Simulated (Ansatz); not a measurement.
C4H7ClO can be A, `C=C(Cl)C(C)O`, or B, `C/C(O)=C/CCl`.

Program: Ansatz. Geometries: PBE0-D4/def2-TZVP. ΔE: electronic, gas phase. CCSD(T)/CBS adds triple-zeta CCSD(T) − MP2 to the extrapolated MP2 energy (def2 sets, frozen cores). DFT in def2-TZVPP. B3LYP here is the variant with VWN-RPA as its local correlation; programs differ in this. Each species was taken in one conformer, which may not be the lowest.

A:

Z-matrix (Å, degrees):
```
C
C 1 1.521
C 1 1.503 2 111.8
O 1 1.411 2 111.5 3 -120.4
H 1 1.101 2 108.9 3 117.9
H 2 1.092 1 109.9 3 62.5
H 2 1.090 1 111.1 3 -58.1
H 2 1.094 1 110.1 3 -177.5
Cl 3 1.735 1 113.0 2 68.3
C 3 1.321 1 125.9 2 -112.1
H 4 0.960 1 107.9 2 -42.9
H 10 1.082 3 118.9 1 -0.5
H 10 1.081 3 121.6 1 -180.0
```

B:

```xyz
13

C     0.6728    1.3880   -1.0918
C     0.3942    0.3144   -0.0997
O     1.3008    0.1899    0.9059
C    -0.6606   -0.5007   -0.1523
C    -0.9310   -1.5545    0.8436
Cl   -2.3547   -1.1416    1.8835
H     0.7035    2.3667   -0.6003
H    -0.0953    1.4180   -1.8626
H     1.6418    1.2276   -1.5770
H     1.9821    0.8591    0.8090
H    -1.3687   -0.3652   -0.9597
H    -0.0936   -1.6968    1.5218
H    -1.1913   -2.5049    0.3797
```

Q: Which is lower in electronic energy at CCSD(T)/CBS, and by how much? (Estimate.)

A: Computed: B, by 19.6 kJ/mol.

Q: Give E(B) − E(A) in kJ/mol with ωB97M-V, PBE0-D4, CCSD/def2-TZVPP, r2SCAN-D4, PBE-D4, B2PLYP, B3LYP-D4. (Estimate.)

A: The calculation gave: ωB97M-V -22.6, PBE0-D4 -28.8, CCSD/def2-TZVPP -20.1, r2SCAN-D4 -28.3, PBE-D4 -30.3, B2PLYP -26.8, B3LYP-D4 -28.1. None reverses the order clearly.

Largest T1 diagnostic: 0.011.

In def2-TZVPP, CCSD(T) changes the Hartree–Fock value by +10.6 kJ/mol (the triples alone add +1.0 kJ/mol) and MP2 by +11.2 kJ/mol. The D4 term adds +4.4 kJ/mol with B3LYP and +2.2 kJ/mol with PBE0; it sums over pairs of atoms, weighted by their polarisabilities, and B3LYP, whose exchange is more repulsive, gets the larger term.
